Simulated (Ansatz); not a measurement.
Input file:

```yaml
crystal:
  periodic: [false, false, false]
  atoms:
    - {symbol: Si, position_ang: [0.000000, 0.000000, 0.282989]}
    - {symbol: Mg, position_ang: [0.000000, 0.000000, -1.859040]}
    - {symbol: H, position_ang: [0.000000, 0.000000, 1.576051]}
basis:
  gaussian: {orbitals: 6-31G}
magnetization: {spin_polarized: true, initial_magnetization: 3}
correlation: {method: ccsd_t, electrons: outside_noble_gas}
```

```sh
$ ansatz run in.yaml --threads 1 --pin off --events-out ev --progress --plain --max-ram 2393MiB
```

Output:

```
304 factors; integrals over basis functions are off by at most 1.3e-4 eV
mean field evaluation 1: about -13304.4282 eV, gradient 6.0e0 eV
mean field evaluation 2: about -13304.4586 eV, gradient 6.1e0 eV
mean field evaluation 4: about -13305.3709 eV, gradient 1.0e0 eV
mean field evaluation 8: about -13305.4101 eV, gradient 6.4e-4 eV
mean field evaluation 16: about -13305.3612 eV, gradient 1.4e-1 eV
mean field evaluation 32: about -13302.0998 eV, gradient 8.2e-1 eV
mean field -13305.41014030 eV, -488.9648039251 hartree, gradient 3.3e-6 eV, S^2 3.766322; 1 other end points of the search recorded, 0 dependent functions left out
determinant -13305.41014030 eV, -488.9648039251 hartree, with singles and doubles -13306.74065893 eV, -489.0136995830 hartree
determinant -13302.11878356 eV, -488.8438487957 hartree, with singles and doubles -13303.55231878 eV, -488.8965302436 hartree
10 core orbitals not correlated: weight in the atoms' cores, before any rotation towards them, 1.000 or more for the frozen orbitals, at most 0.000 for the correlated occupied ones
reference -13305.41014030 eV, -488.9648039251 hartree; 5, 2 occupied and 13, 16 virtual orbitals, 304 factors
second order -0.92613437 eV of doubles, -0.00000000 eV of singles
cycle   1  -1.33044427 eV  change    7.4e-5 eV  update   3.3e-4
cycle   2  -1.33038025 eV  change    6.4e-5 eV  update   2.1e-4
cycle   3  -1.33037630 eV  change    4.0e-6 eV  update   6.4e-5
cycle   4  -1.33038906 eV  change   -1.3e-5 eV  update   2.7e-5
cycle   5  -1.33040454 eV  change   -1.5e-5 eV  update   8.1e-6
cycle   6  -1.33041099 eV  change   -6.5e-6 eV  update   2.1e-6
perturbative correction -0.02525483 eV, -0.0009280980 hartree
Total energy: -13306.76580613 eV, -489.0146237253 hartree
```

For the same geometry and basis full CI lies 11.6 meV lower.

Ran on 1 thread of Arm Neoverse V1, shared host: 0.51 s wall, 0.07 GiB peak host memory.
